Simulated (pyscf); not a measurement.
H₃C–OH (SMILES CO) + H₃C–Zn–CH₃ (SMILES [CH3][Zn][CH3]) -> H₃C–Zn–CH₂–OH (SMILES [CH3][Zn][CH2]O) + CH₄ (SMILES C), an exchange assisted by a bridging atom (singlet surface; C–H, C–Zn broken, C–Zn, C–H formed). Optimised with ωB97X-D3(BJ)/def2-SVP in PySCF. Energies in kcal/mol from the separated reactants.

Small-basis levels: PySCF, no dispersion term, spherical d functions. 

### Question
In single points MP2/6-31G*+LANL2DZ puts the saddle at 53.9 kcal/mol and the reaction energy at +2.1 kcal/mol. Should these be trusted to within a few kcal/mol? Compare with ωB97M-D3(BJ)/def2-TZVP.

### Answer
ωB97M-D3(BJ)/def2-TZVP gives ΔE‡ = 55.0 kcal/mol and ΔE = +3.2 kcal/mol. MP2/6-31G*+LANL2DZ lies 1.1 kcal/mol under it in the barrier and 1.0 kcal/mol under it in the reaction energy, so on this step it holds to within 3.0 kcal/mol. ωB97M-D3(BJ)/def2-TZVP has limits of its own. On the reactant side the descent ends in a complex (not fully relaxed), 7.4 kcal/mol under the separated species and 61.5 kcal/mol under the saddle at ωB97X-D3(BJ)/def2-TZVP. At the saddle there is also a short H–Zn, O–Zn contact that neither side keeps, so another atom assists the step. This is the saddle that the search found; another between the same sides may lie lower. In the def2 sets elements up to Kr have no core potential.
